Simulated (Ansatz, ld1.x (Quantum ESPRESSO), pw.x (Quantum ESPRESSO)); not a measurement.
**vanadium (V): one change to the RRKJ potential, in the atom and in the bcc crystal**

V, norm-conserving RRKJ (Kleinman–Bylander form), made with ld1.x (Quantum ESPRESSO) 7.5 (LDA (PW92), scalar-relativistic). Core [Ar], reference 3d3 4s2 4p0. Waves: 4p (bound, empty): rc 2.65 bohr; 3d (bound): rc 1.70 bohr; 4s (bound): rc 2.95 bohr. Local part: the s channel. Core correction: Bessel-smoothed model core, default radius (core density twice the valence density). rho0 = 0.001.

Change: all radii but the core radius scaled by about 0.94 (s 2.78, p 2.50, d 1.60 bohr).

Cutoffs, loose and tight: the cutoffs (Ry, on a coarse ladder) from which the occupation-weighted sum of valence levels, in a spherical-Bessel basis at the reference potential, stays within 10 and 1 mRy of its value at 400 Ry. They do not see the model core or the augmentation charge, which bear on the density cutoff. Test errors are all-electron minus pseudo excitation energies from the reference, over the configurations 3d3 4s1 4p0; 3d3 4s0 4p0; 3d2 4s0 4p0; 3d4 4s1 4p0; 3d3 4s1.5 4p0; 3d3.5 4s1.5 4p0; 3d2 4s2 4p0 (two spin-polarised tests are not counted in the largest error); variants that change the core or the reference have their own tests.

Crystal test: bcc V in pw.x 7.5, no spin, 16³ k-points, Fermi–Dirac smearing 0.01 Ry, cutoffs set for each file from its atomic test. The reference is all-electron LAPW (Ansatz 0.2.0) with the same functional, mesh and smearing; V0 and B0 come from Birch–Murnaghan fits to the pressures at five volumes. Errors are pseudo minus all-electron; Δ is the rms difference of the E(V) curves that follow from these fits, minima aligned, over ±6 % about the mean V0. Mesh and smearing are coarse, so the numbers serve the comparison and aren't converged zero-temperature values; the lattice is a test structure that the element need not adopt.

All-electron: a0 = 2.929 Å (V0 = 12.57 Å³/atom), B0 = 206.3 GPa.

Problem. Does the change bring the crystal closer to the all-electron result?

Solution. The mean pressure error goes from +16.41 to +19.67 GPa, so the change moves the solid further from the all-electron pressures. Neither pressure curve crosses zero within the volumes sampled, so no fits are given.

```csv
quantity,base,changed
outcome (atom),generated,generated
"cutoff, loose (atom)",55 Ry,60 Ry
"cutoff, tight (atom)",70 Ry,70 Ry
bound ghosts (atom),none,none
largest test error (meV) (atom),-246 over the solved tests; 1 of 9 tests not solved or not reliable,-517
cutoffs in pw.x (Ry),85/340,85/340
mean pressure error (GPa),+16.41,+19.67
```

Base: The largest radius (2.95 bohr) exceeds half the bond length (2.39 bohr), so the spheres overlap, which is one possible source of error among others. This is a poor potential for the solid. Atomic configuration tests: 1 of 9 tests not solved or not reliable. Changed file: The largest radius (2.78 bohr) exceeds half the bond length (2.39 bohr), so the spheres overlap, which is one possible source of error among others. This is a poor potential for the solid. The atomic cutoffs weigh occupied waves only.
